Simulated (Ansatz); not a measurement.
**CH3S+ (triplet): energies up the ladder**

Aim: energies up the ladder, for CH3S+ (triplet), with the cost of each level. Charge +1. Spin multiplicity 3.

Computed with Ansatz 0.2.0 (the levels named in each step, unless a step's input says otherwise).

### Step 1. Starting point

Bond lengths: C1–S2 1.710 Å, C1–H3 1.068 Å, C1–H4 1.067 Å, S2–H5 1.333 Å. Angles: C1–S2–H5 97.5°, S2–C1–H3 116.8°, S2–C1–H4 121.0°, H3–C1–H4 122.2°.

Coordinates:

```xyz
5

C    -1.0829    0.4710   -0.0596
S     0.4665   -0.2462    0.0276
H    -1.9210   -0.1908   -0.0510
H    -1.1964    1.5303   -0.1134
H     1.1804    0.8797   -0.0029
```

### Step 2. A rough first relaxation, PBE-D4/def2-SVP

File input.yaml:

```yaml
crystal:
  periodic: [false, false, false]
  atoms:
    - { symbol: C, position_ang: [-1.08285, 0.471, -0.05958] }
    - { symbol: S, position_ang: [0.4665, -0.24618, 0.02758] }
    - { symbol: H, position_ang: [-1.92098, -0.19075, -0.05103] }
    - { symbol: H, position_ang: [-1.19638, 1.53025, -0.1134] }
    - { symbol: H, position_ang: [1.18037, 0.87966, -0.00293] }
magnetization:
  spin_polarized: true
  initial_magnetization: 2
total_charge: 1
basis:
  gaussian: { orbitals: def2-SVP }
hamiltonian:
  xc: pbe
  dispersion: d4
relax:
  f_tol: 0.03
  max_steps: 200
```

On the command line:

```bash
> ansatz run input.yaml --threads 2 --pin off --max-ram 5120MiB --backend cpu --events-out ev --progress --plain --runs-dir out
```

The runs that follow: Relaxation, PBE0-D4/def2-TZVPP; Frequencies, PBE0-D4/def2-TZVPP; Single point, PBE-D4/def2-TZVPP; Single point, r2SCAN-D4/def2-TZVPP; Single point, B3LYP-D4/def2-TZVPP; Single point, wB97M-V/def2-TZVPP; Single point, B2PLYP/def2-TZVPP; Single point, LDA/def2-TZVPP; Single point, PBE0-D4/def2-SVP; Single point, PBE-D4/def2-SVP; Single point, CCSD(T)/def2-TZVPP; Single point, CCSD(T)/def2-QZVPP.

What does the calculation give? Wanted: C1–S2 at PBE0-D4/def2-TZVPP; frequencies at PBE0-D4/def2-TZVPP; energy at CCSD(T)/CBS.

**Answer**, as computed:

```
                         quantity             value
      C1–S2 at PBE0-D4/def2-TZVPP           1.698 Å
frequencies at PBE0-D4/def2-TZVPP  420 to 3212 cm⁻¹
            energy at CCSD(T)/CBS     -11896.569 eV
```

In words: No mode is imaginary, so the geometry is a minimum. These totals serve in differences with atoms or fragments at the same level; alone they don't rank the methods.
